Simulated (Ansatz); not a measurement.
A made-up structure of CH3SSi (charge +1), singlet:

C1  (0.472, 0.257, -0.555)
Si2  (1.947, -0.647, -0.700)
S3  (-0.947, 0.227, 0.420)
H4  (0.394, 1.083, -1.270)
H5  (3.358, -0.684, -0.546)
H6  (-0.502, 0.144, 1.698)
(Å)

It is relaxed with PBE-D4/def2-SVP and then PBE0-D4/def2-TZVP (Ansatz 0.2.0). Atoms count as bonded within 1.22 times the sum of their covalent radii (H–H: 0.88 Å). The end point is not checked to be a true minimum.

(1) Does its bonding change? (A judgement: the text doesn't fix the answer.)

Answers

(1) Computed: No: no bond forms or breaks.

Where it ends: The first stage lowers the energy by 1.12 eV in 12 steps. It ends as CH₃SSi ([SiH][CH][SH]), total charge +1:
```xyz
6
angstrom
C 0.5546 0.2787 -0.5338
Si 1.7786 -1.0964 -0.8103
S -0.5973 0.6647 0.5705
H 0.4879 0.9559 -1.3981
H 2.8411 -0.1438 -0.2873
H -0.3439 -0.2794 1.5066
```

Labels in which every atom is bracketed show which atoms are joined, not bond orders.

For scale, one of the runs: PBE0-D4/def2-TZVP relaxation, 123 basis functions, launched by `ansatz run in.yaml --threads 2 --pin off --events-out ev --progress --plain --max-ram 4352MiB`. Hardware: 2 CPU threads of an Arm Neoverse V2, shared host. Wall time about 15 s.
